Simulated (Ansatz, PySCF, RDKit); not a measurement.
Dimer: C2H4 (SMILES C=C) (first 6 atoms) with H2O (SMILES O); geometry from A24 set.
(charge 0, multiplicity 1):
```json
[
 {"atom": "C", "x (Å)": "0.0106", "y (Å)": "-0.6681", "z (Å)": "1.2982"},
 {"atom": "C", "x (Å)": "0.0106", "y (Å)": "0.6681", "z (Å)": "1.2982"},
 {"atom": "H", "x (Å)": "0.8686", "y (Å)": "1.2327", "z (Å)": "0.9543"},
 {"atom": "H", "x (Å)": "-0.8461", "y (Å)": "1.2326", "z (Å)": "1.6453"},
 {"atom": "H", "x (Å)": "-0.8461", "y (Å)": "-1.2326", "z (Å)": "1.6453"},
 {"atom": "H", "x (Å)": "0.8686", "y (Å)": "-1.2327", "z (Å)": "0.9543"},
 {"atom": "H", "x (Å)": "-0.7969", "y (Å)": "0.0000", "z (Å)": "-2.5091"},
 {"atom": "O", "x (Å)": "0.0435", "y (Å)": "0.0000", "z (Å)": "-2.0483"},
 {"atom": "H", "x (Å)": "-0.1907", "y (Å)": "0.0000", "z (Å)": "-1.1158"}
]
```

Counterpoise-corrected where a basis set is named; no monomer relaxation. RDKit's UFF carries no charges.

Codes used: Ansatz (Gaussian orbitals); PySCF for the dispersion terms; RDKit for the force fields. Each number belongs to the level named beside it.

One of these levels gives -1.67 kcal/mol for the interaction energy. Which?
A. UFF
B. B3LYP/def2-TZVPPD
C. r2SCAN-D3(BJ)/def2-TZVPPD
D. B97M-V/def2-TZVPPD

B, B3LYP/def2-TZVPPD. The others give 2.07 (UFF), -2.98 (r2SCAN-D3(BJ)/def2-TZVPPD), -2.62 (B97M-V/def2-TZVPPD)

Ansatz is a quantum-chemistry and plane-wave program.
